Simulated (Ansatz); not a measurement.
Zinc-blende BeTe was calculated with LDA (PAW; Ansatz, a program for electronic structure).

Numerical settings: plane-wave cutoff 520 eV, 10×10×10 k mesh, Fermi–Dirac smearing 0.01 eV, scalar-relativistic PAW data made under PBE.

Pressure at four volumes; x = ln(V/21.420 Å³). One pressure is withheld.

```json
[
 {"V (Å³/atom)": "20.135", "x": "-0.0619", "P (GPa)": "?"},
 {"V (Å³/atom)": "20.563", "x": "-0.0408", "P (GPa)": "2.82"},
 {"V (Å³/atom)": "21.420", "x": "0.0000", "P (GPa)": "0.00"},
 {"V (Å³/atom)": "22.706", "x": "0.0583", "P (GPa)": "-3.31"}
]
```

Pass a parabola P(x) through the three rows shown, estimate the bulk modulus and its pressure derivative near zero pressure, and predict the withheld pressure.

Slopes between the rows: (0.00 − (2.82))/(0.0000 − (-0.0408)) = -69.12 and (-3.31 − (0.00))/(0.0583 − (0.0000)) = -56.78 GPa. Their difference over the span 0.0991 is c = 12.34/0.0991 = 124.5 GPa, so P(x) = 2.82 + (-69.12)(x − (-0.0408)) + 124.5 (x − (-0.0408))(x − (0.0000)). At the middle row B = −dP/dx = −[-69.12 + 124.5 × 0.0408] = 64.0 GPa, and B′ = dB/dP = 2c/B = 3.9. At x = -0.0619 the parabola gives 4.44 GPa; the run gives 4.46 GPa. The Birch–Murnaghan fit to the energies at all volumes has B0 = 63.7 GPa and B′ = 4.0.

Measured, for comparison: bulk modulus 67 GPa (room temperature, no zero-point or thermal correction; as tabulated in Elmahjoubi et al. (2023), arXiv:2303.01780). Computed less measured: bulk modulus -4.9 %.

Spin–orbit coupling is not included.
